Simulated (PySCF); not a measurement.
**PH₂OF, a complex of two parts: interaction energy**

What interaction energy should one expect for `F` with `O=P`?

Programs: PySCF 2.14.0. All values are calculated, for the isolated system unless a continuum is named. Atoms count from 0, parts from 1.

## 1. The system as given

5 atoms, charge 0, multiplicity 1; geometry: GFN2-xTB. Parts: 1 = atoms 0–1, `F`, charge 0; 2 = atoms 2–4, `O=P`, charge 0.

## 2. Optimising the geometry at PBE0-D3(BJ)/def2-SVPD

What the job is given:

```
{"job": {"xc": "PBE0", "basis": "def2-SVPD", "d3": "d3bj", "grid": 2, "kind": "geom", "shake": 0.01}, "charge": 0, "multiplicity": 1, "parts": [{"atoms": "0-1", "charge": 0, "multiplicity": 1}, {"atoms": "2-4", "charge": 0, "multiplicity": 1}]}
F     -0.185767    -0.318891    -0.609336
H     -0.212402     0.209847     0.188901
O     -0.207724     1.209911     1.470230
P      0.618865     2.347131     1.991959
H     -0.354549     2.959046     2.917362
```

The run is started by

```bash
> OMP_NUM_THREADS=1 python cluster_run.py task.json out
```

One launch serves the whole session: the jobs run in the order shown.

**Question.** The jobs that follow are: CCSD(T)/aug-cc-pVDZ and MP2/aug-cc-pVTZ counterpoise interaction energy, frozen core, gas phase. Predict: point group; rotational constants (main isotopes); interaction energy, CCSD(T) limit estimate; MP2/aug-cc-pVTZ; T1 diagnostic.

The runs gave:

```
                                  quantity                  value
                               point group                     Cs
      rotational constants (main isotopes)  46.62, 3.06, 2.87 GHz
interaction energy, CCSD(T) limit estimate         -7.77 kcal/mol
                           MP2/aug-cc-pVTZ         -7.36 kcal/mol
                             T1 diagnostic                 0.0194
```

What this shows: Relaxing lowered the energy by 0.037 eV in 6 steps; the bond of the start that moved most is F0–H1, from 0.958 to 0.940 Å. The estimate adds CCSD(T) less MP2 in the small basis (-0.21 kcal/mol) to extrapolated MP2. Hartree-Fock gives -7.72 against -7.77 kcal/mol.
